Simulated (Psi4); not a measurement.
# UPBE/aug-cc-pVTZ-DK (density fitting) run of Cl2 (chlorine)

Aim: the vertical electron affinity of Cl2 (chlorine) at UPBE/aug-cc-pVTZ-DK (density fitting), from 2 runs. 

Program for the calculation: Psi4 1.11.

2 further runs of the same task are left out: 2 set aside as unsound or not needed.

## 1. The structure to begin with

Cl2: 2 atoms, total charge 0, spin state singlet. SMILES: `ClCl`. The shape is that of a GFN2-xTB optimisation.

Bond lengths: Cl1–Cl2 2.016 Å.

## 2. The response to a field at UPBE/aug-cc-pVTZ-DK (density fitting)

input.inp

```
memory 1.6 GB

molecule {
  Cl
  Cl 1 2.015612
  units angstrom
  no_reorient
  no_com
}

set globals {
  reference uks
  scf_type df
}

e_tot, wfn = properties('pbe/aug-cc-pVTZ-DK', properties=['dipole_polarizabilities'], return_wfn=True)
print_variables()
```

On the command line:

```console
$ psi4 -n 1 input.inp input.out
```

input.out:

```text
[...]
  Running in d2h symmetry.
[...]
  Nuclear repulsion =   75.873835779718505
[...]
  Multiplicity = 1
[...]
  Nalpha       = 17
  Nbeta        = 17
[...]
    Number of basis functions: 100
[...]
   @DF-UKS iter   1:  -919.24804280824549   -3.14226e-02   6.59037e-03 ADIIS/DIIS
[...]
   @DF-UKS iter   6:  -919.27026989177091   -7.34974e-09   4.47350e-07 DIIS
[...]
   @S^2 Observed:               -7.105427358E-15
[...]
    Orbital Energies [Eh]
    ---------------------
    Alpha Occupied:
       1B1u -100.462818     1Ag  -100.462690     2B1u   -9.211193
       2Ag    -9.211114     3Ag    -7.056548     3B1u   -7.056445
       1B3u   -7.039546     1B2u   -7.039546     1B2g   -7.039542
       1B3g   -7.039542     4Ag    -0.856616     4B1u   -0.704779
       5Ag    -0.439864     2B3u   -0.365331     2B2u   -0.365331
       2B2g   -0.271310     2B3g   -0.271310
    Alpha Virtual:
       5B1u   -0.163771     6Ag     0.017971     6B1u    0.033236
       3B2u    0.047941     3B3u    0.047941     7Ag     0.059083
       3B2g    0.083064     3B3g    0.083064     8Ag     0.146179
[...]
  @DF-UKS Final Energy:  -919.27026989177091
   => Energetics <=
    Nuclear Repulsion Energy =             75.8738357797185046
    One-Electron Energy =               -1420.6998502389974419
    Two-Electron Energy =                 481.8287784504319120
    DFT Exchange-Correlation Energy =     -56.2730338829238761
    Empirical Dispersion Energy =           0.0000000000000000
    VV10 Nonlocal Energy =                  0.0000000000000000
    Total Energy =                       -919.2702698917709085
[...]
 Multipole Moments:
 ------------------------------------------------------------------------------------
     Multipole            Electronic (a.u.)      Nuclear  (a.u.)        Total (a.u.)
 ------------------------------------------------------------------------------------
 L = 1.  Multiply by 2.5417464519 to convert [e a0] to [Debye]
 Dipole X            :          0.0000000            0.0000000            0.0000000
 Dipole Y            :          0.0000000            0.0000000            0.0000000
 Dipole Z            :          0.0000000            0.0000000            0.0000000
 Magnitude           :                                                    0.0000000
[...]
```

Wall time 14 s (1 thread of Intel Xeon Platinum 8259CL at 2.50GHz (Skylake/Cascade Lake), shared host); peak memory 0.42 GiB.

## 3. The doublet anion at the same level

calc.in

```
memory 1600 MB

molecule geom {
  -1 2
  Cl
  Cl 1 2.015612
  units angstrom
  no_reorient
  no_com
}

set reference uks
set scf_type df

e, wfn = properties('pbe/aug-cc-pVTZ-DK', properties=['dipole_polarizabilities'], return_wfn=True)
print_variables()
```

On the command line:

```console
$ psi4 calc.in calc.out -n 1
```

calc.out:

```text
[...]
  Running in d2h symmetry.
[...]
  Nuclear repulsion =   75.873835779718505
[...]
  Multiplicity = 2
[...]
  Nalpha       = 18
  Nbeta        = 17
[...]
    Number of basis functions: 100
[...]
   @DF-UKS iter   1:  -919.18484866389997    3.17716e-02   1.22785e-02 ADIIS/DIIS
[...]
   @DF-UKS iter   8:  -919.30920153047600   -1.45100e-08   6.39590e-07 DIIS
[...]
   @S^2 Observed:                7.512383772E-01
[...]
    Orbital Energies [Eh]
    ---------------------
    Alpha Occupied:
       1B1u -100.178478     1Ag  -100.178350     2B1u   -8.931039
       2Ag    -8.930960     3Ag    -6.773040     3B1u   -6.772935
       1B3u   -6.761212     1B2u   -6.761212     1B2g   -6.761207
       1B3g   -6.761207     4Ag    -0.597381     4B1u   -0.450925
       5Ag    -0.185851     2B3u   -0.119900     2B2u   -0.119900
       2B3g   -0.026337     2B2g   -0.026337     5B1u    0.071558
    Alpha Virtual:
       6B1u    0.153719     6Ag     0.172412     3B2u    0.190154
       3B3u    0.190154     3B2g    0.211934     3B3g    0.211934
       7Ag     0.213050     7B1u    0.314377     8Ag     0.353258
[...]
  @DF-UKS Final Energy:  -919.30920153047600
   => Energetics <=
    Nuclear Repulsion Energy =             75.8738357797185046
    One-Electron Energy =               -1429.8856961995115853
    Two-Electron Energy =                 491.2540272312446632
    DFT Exchange-Correlation Energy =     -56.5513683419275779
    Empirical Dispersion Energy =           0.0000000000000000
    VV10 Nonlocal Energy =                  0.0000000000000000
    Total Energy =                       -919.3092015304760025
[...]
 Multipole Moments:
 ------------------------------------------------------------------------------------
     Multipole            Electronic (a.u.)      Nuclear  (a.u.)        Total (a.u.)
 ------------------------------------------------------------------------------------
 L = 1.  Multiply by 2.5417464519 to convert [e a0] to [Debye]
 Dipole X            :          0.0000000            0.0000000            0.0000000
 Dipole Y            :          0.0000000            0.0000000            0.0000000
 Dipole Z            :          0.0000000            0.0000000            0.0000000
 Magnitude           :                                                    0.0000000
[...]
```

It took 18 s on 1 thread of Intel Xeon Platinum 8259CL at 2.50GHz (Skylake/Cascade Lake), shared host; peak memory 0.42 GiB.

## 4. What came out

At UPBE/aug-cc-pVTZ-DK (density fitting):

```
                                         quantity          value
                        singlet Cl2: total energy  -919.27027 Eh
                       singlet Cl2: dipole moment         0.00 D
                         singlet Cl2: HOMO energy       -7.38 eV
                         singlet Cl2: LUMO energy       -4.46 eV
                       singlet Cl2: HOMO–LUMO gap        2.93 eV
          singlet Cl2: mean static polarisability     31.3 bohr³
                      doublet anion: total energy  -919.30920 Eh
doublet anion: HOMO energy (highest over α and β)        1.95 eV
 doublet anion: LUMO energy (lowest over α and β)        2.77 eV
                              doublet anion: ⟨S²⟩          0.751
        doublet anion: mean static polarisability     88.5 bohr³
vertical electron affinity (to the doublet anion)       1.059 eV
```

In words: At fixed nuclei the extra electron is bound by 1.06 eV (24 kcal/mol). The basis (singlet Cl2) was made for a relativistic Hamiltonian, but the run is non-relativistic. The HOMO (doublet anion) lies at positive energy, 1.95 eV, as semi-local functionals often give for anions; only total energies tell whether the electron is bound. The basis (doublet anion) was made for a relativistic Hamiltonian, but the run is non-relativistic.
